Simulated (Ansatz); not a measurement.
A run of Ansatz (development build ahead of 0.2.0) on doublet ClF(+) at this shape:

```xyz
2

F     0.0000    0.0000   -0.7706
Cl    0.0000    0.0000    0.7706
```

Its results:

| Quantity | Value |
| --- | --- |
| Converged | yes |
| Total energy | -559.48923 hartree |
| Spin squared of the determinant | 0.755 |
| Stability test | minimum |

(1) Which input gives this output? Name the method, the orbitals and the basis set, and write the input.

## Answers

(1) r²SCAN (unrestricted) in pcseg-2.

```yaml
crystal:
  periodic: [false, false, false]
  atoms:
    - { symbol: F, position_ang: [0.0, 0.0, -0.7706] }
    - { symbol: Cl, position_ang: [0.0, 0.0, 0.7706] }
basis:
  gaussian: { orbitals: pcseg-2 }
total_charge: 1
magnetization:
  spin_polarized: true
  initial_magnetization: 1
hamiltonian:
  xc: r2scan
```
